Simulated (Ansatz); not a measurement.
bcc V was calculated with LDA (plane waves, PAW; Ansatz, a quantum-chemistry and plane-wave program).

A relaxed, unreconstructed slab of the (110) face has 6 atoms, two equal faces of 6.060 Å² each and an energy of -17160.6353 eV. A bulk cell of 2 atoms with the same orientation and in-plane k mesh has -5720.9167 eV. Energies are extrapolated to zero smearing.

Settings: plane-wave cutoff 500 eV, 22×22×1 k mesh (along the axes of the cell as run), Fermi–Dirac smearing 0.1 eV, scalar-relativistic PAW data made under PBE.

Worked out: γ = (E_slab − N E_bulk per atom)/2A = [-17160.6353 − 6 × (-5720.9167/2)]/(2 × 6.060) = 0.1745 eV/Å². With 16.022 J/m² per eV/Å² this is 2.80 J/m², or 1.06 eV per surface cell and face.
